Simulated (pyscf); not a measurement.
Optimised with ωB97X-D3(BJ)/def2-SVP in PySCF.

H₃Si–AsH–SiH₃ + silylene (SiH₂) [singlet] → H₃Si–As(SiH₃)–SiH₃
Surface: singlet. Broken: As–H. Formed: As–Si, H–Si. Give ΔE‡ and ΔE from ωB97M-D3(BJ)/def2-TZVP, relative to the separated reactants.

ΔE‡ = -25.0 kJ/mol, ΔE = -271.5 kJ/mol. Zero-point energy shifts the barrier by +6.4 kJ/mol. It is an insertion, with an imaginary mode of 513i cm⁻¹. On the reactant side the descent ends in an adduct with a As–Si contact, 59.7 kJ/mol under the separated species and 10.8 kJ/mol under the saddle at ωB97X-D3(BJ)/def2-TZVP. At ωB97M-D3(BJ) the saddle lies under the separated reactants, which points to a path from their complex (located at ωB97X-D3(BJ) alone). What is counted as formed (As–Si) is already present as a longer contact in the reactant adduct; forming that adduct is a step of its own. At ωB97X-D3(BJ) the barrier from the zero used here is -48.9 kJ/mol. This is the saddle that the search found; another between the same sides may lie lower. Elements up to Kr have no core potential and no relativistic terms here.
